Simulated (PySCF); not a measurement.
**Computed and published core binding energies of `[BH3-]C#[O+]`**

Measured values to reproduce (core binding energies): B 1s of B1 195.10 eV [1]; B 1s of B1 195.15 eV [2]; C 1s of C2 296.18 eV [1]; O 1s of O3 542.05 eV [1]. Sources and the comparison follow the method.

Compound: CH₃BO.
SMILES with atom numbers: `[BH3-:1][C:2]#[O+:3]`

Structure used (PBE0-D3(BJ)/def2-SVP), in Å, numbered top down from 1:
```xyz
6
CH3BO angstrom
B     -0.5405    0.0065   -0.0178
C      0.9779   -0.0066    0.0094
O      2.1095   -0.0192    0.0319
H     -0.8403   -0.9019   -0.7758
H     -0.8663   -0.1906    1.1420
H     -0.8341    1.1158   -0.4328
```

Computed, not measured: delta-SCF UKS SCAN, pcX-2 on the ionised atom, pcseg-1 elsewhere, spin-free X2C in PySCF 2.14.0. Each binding energy is the total energy of the core-ionised species, with the hole localised on one atom, minus that of the ground state; both are solved self-consistently, so orbital relaxation is included.

```csv
atom,environment,level,this calculation (eV),reference (eV),difference (eV),source
B1,four-coordinate boron,B 1s,195.11,195.10,+0.01,[1]
B1,four-coordinate boron,B 1s,195.11,195.15,-0.04,[2]
C2,triply bonded carbon,C 1s,295.77,296.18,-0.41,[1]
O3,oxygen bonded to C,O 1s,541.69,542.05,-0.36,[1]
```

[1] measured, gas; Beach, A photoelectron spectroscopic study of bonding in inorganic and organometallic compounds, PhD thesis, LBL 1985
[2] measured, gas; Besley, J. Chem. Theory Comput. 2021, 17, 3644 (DFT calculations of core-electron binding energies at the K-edge of heavier elements)

How well does this level of theory reproduce the measurements here?

Over the 4 different measured values (3 distinct lines) the mean signed difference is -0.20 eV, the mean unsigned one 0.20 eV and the largest 0.41 eV. The calculation is vertical and has no vibrational structure, and measured positions depend on the energy calibration.

Isolated species at its PBE0-D3(BJ)/def2-SVP geometry, gas phase.
